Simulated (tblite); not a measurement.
Species: C₄H₇PS.
SMILES with atom numbers: `[CH:1]#[C:2][CH2:3][P@@H:4]([CH3:5])=[S:6]` (hydrogens: H7 on C1; H8, H9 on C3; H10 on P4; H11, H12, H13 on C5)

Cartesian coordinates in Å at the GFN2-xTB level; atoms count from 1:
```
atom  x, y, z in Å
C1     2.1818    1.2907   -0.5504
C2     1.5814    0.2562   -0.4959
C3     0.8153   -0.9585   -0.3909
P4    -0.6414   -0.7428    0.7290
C5    -1.5599    0.6819    0.0421
S6    -1.6674   -2.3489    1.0411
H7     2.7333    2.1808   -0.6129
H8     0.4276   -1.2725   -1.3676
H9     1.4224   -1.7748    0.0158
H10   -0.0337   -0.1634    1.8511
H11   -0.8905    1.5192   -0.1450
H12   -2.3358    0.9680    0.7519
H13   -2.0375    0.3646   -0.8862
```

Method: GFN2-xTB as coded in tblite; computed harmonic values from a numerical Hessian at the method's own geometry, unscaled. The method is semi-empirical: single wavenumbers can be off by several per cent or more. Modes of hydrogen on phosphorus can be 10 to 20 % off. One conformer, not necessarily the lowest.

Harmonic wavenumbers (cm⁻¹): 56.6, 101.8, 163.2, 189.0, 216.0, 243.4, 294.6, 373.6, 618.7, 633.6, 666.4, 682.6, 747.0, 751.0, 794.7, 861.5, 895.6, 948.2, 997.8, 1073.4, 1181.6, 1304.4, 1383.8, 1407.5, 1422.1, 2210.0, 2285.0, 2905.6, 2923.7, 2983.0, 2996.7, 3010.1, 3397.8.

A = 5380, B = 1275, C = 1093 MHz; mass 118.001 u (most abundant isotopes); point group C1, symmetry number 1.

What is the zero-point energy?

Half the sum of the wavenumbers: 20360 cm⁻¹ = 58.21 kcal/mol.

What is S at 350 K and 1 bar for an ideal gas of classical rigid rotors and harmonic oscillators?

Translation 41.03, rotation 28.63, vibration 25.93: S = 95.6 cal/(mol K).

And Cp and H(350 K) − H(0)?

Cp = 34.56 cal/(mol K), of which vibrations give 26.61 (their classical limit is 33 R = 65.6); H(350 K) − H(0) = 7.61 kcal/mol without the zero-point energy, 4.83 from vibrations.

Which modes carry the vibrational entropy at 350 K?

56.6 cm⁻¹: 4.89; 101.8 cm⁻¹: 3.73; 163.2 cm⁻¹: 2.82; 189.0 cm⁻¹: 2.54; 216.0 cm⁻¹: 2.29; 243.4 cm⁻¹: 2.07 cal/(mol K); the other 27 give 7.60 together.

How do the functions run with temperature in this model?

```
 T (K)  S (cal/(mol K))  Cp (cal/(mol K))  H − H(0) (kcal/mol)  G − H(0) (kcal/mol)  ln q(vib)
   150             73.1              20.3                 2.09                -8.87       2.09
   250             85.2              27.7                 4.49               -16.80       4.11
298.15             90.3              31.1                 5.90               -21.03       5.08
   400            100.4              37.5                 9.41               -30.75       7.09
   600            117.5              46.5                17.88               -52.59      10.90
   900            138.1              55.0                33.22               -91.04      16.07
```

q(vib) and H(0) count from the zero-point level.

Blend soft modes into free rotors: weight 1/[1 + (100 cm⁻¹/ν̃)⁴] for the oscillator and the rest for a rotor with moment μB/(μ + B), μ = h/(8π²ν), B = 10⁻⁴⁴ kg m². What vibrational entropy results?

24.35 cal/(mol K) in place of 25.93, which changes −T·S at 350 K by +0.55 kcal/mol.

Hindered rotation and anharmonicity are outside this model. Other conformers, if any are populated, would add a mixing term that is left out. The structure is chiral; the term R ln 2 for an equal mix with its mirror image is left out.
